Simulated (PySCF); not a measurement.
# C2H5B: the cost of one run

The runs use PySCF 2.14.0, with density-fitted response routines of our own; the level of theory stands in each step. All values are computed, except where a source is named. Atoms are numbered from 0 throughout.

### 1 The starting structure

8 atoms, charge 0, multiplicity 1; geometry from: PBE0-D3(BJ)/def2-SVP.

Bonds of the start (Å): B0–C1 1.54, C1–C2 1.35, B0–H3 1.21, B0–H4 1.21, C1–H5 1.10, C2–H6 1.10, C2–H7 1.10.

### 2 Excited states and response: wB97X-D/def2-SVPD

What the job is given:

```
{"job": {"kind": "uv", "xc": "wB97X-D", "basis": "def2-SVPD", "ip": true}, "charge": 0, "multiplicity": 1}
B      1.239421     0.026824    -0.138870
C     -0.186073    -0.546888    -0.015551
C     -1.262353     0.259040    -0.092256
H      2.222176    -0.672322    -0.044090
H      1.377903     1.214444    -0.334274
H     -0.361038    -1.617902     0.146455
H     -1.144581     1.336674    -0.253296
H     -2.291024    -0.109310     0.001005
```

Method: TDDFT wB97X-D/def2-SVPD, vertical, gas phase, core orbitals frozen in the response.

Run with:

```bash
OMP_NUM_THREADS=1 python probes_run.py task.json out
```

The driver reads the jobs from task.json and runs them one after another.

Q: Estimate the wall time and peak memory of this first job on 1 thread of Arm Neoverse V1, shared host.

About 27 s, with a peak of 0.45 GiB.
